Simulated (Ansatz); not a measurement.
`CCC(N)F` → `[CH2]` (triplet) + `CC(N)F`  (formal loss of a carbene)

Gas-phase electronic energies from Ansatz, PBE0-D4/def2-TZVP geometries. CCSD(T)/CBS is the MP2 limit (def2-TZVPP, def2-QZVPP) plus CCSD(T) − MP2 in def2-TZVPP, frozen cores. This one scheme is used for every species. DFT in def2-TZVPP. Triplets are unrestricted, without spin–orbit coupling. Each species was taken in one conformer, which may not be the lowest.

(1) Is it downhill or uphill in electronic energy at CCSD(T)/CBS, and by how much? (Best estimate.)

(2) What do these levels give: ωB97X-V, ωB97M-V, MP2/def2-TZVPP, CCSD(T)/def2-TZVPP, SCS-MP2/def2-QZVPP, CCSD/CBS(def2)? (Best estimate.)

Largest T1 diagnostic among the species: 0.011.

Results:

(1) Ansatz gave: Uphill: ΔE = +104.1 kcal/mol.

(2) Computed: ωB97X-V 106.6, ωB97M-V 104.6, MP2/def2-TZVPP 104.4, CCSD(T)/def2-TZVPP 101.5, SCS-MP2/def2-QZVPP 106.4, CCSD/CBS(def2) 101.5 kcal/mol.

The D4 term adds +2.3 kcal/mol with B3LYP and +1.3 kcal/mol with PBE0; it sums over pairs of atoms, weighted by their polarisabilities, and B3LYP, whose exchange is more repulsive, gets the larger term. In def2-TZVPP, CCSD(T) changes the Hartree–Fock value by +32.7 kcal/mol (the triples alone add +2.6 kcal/mol) and MP2 by +35.7 kcal/mol.

B3LYP here is the variant with VWN-RPA as its local correlation; programs differ in this.
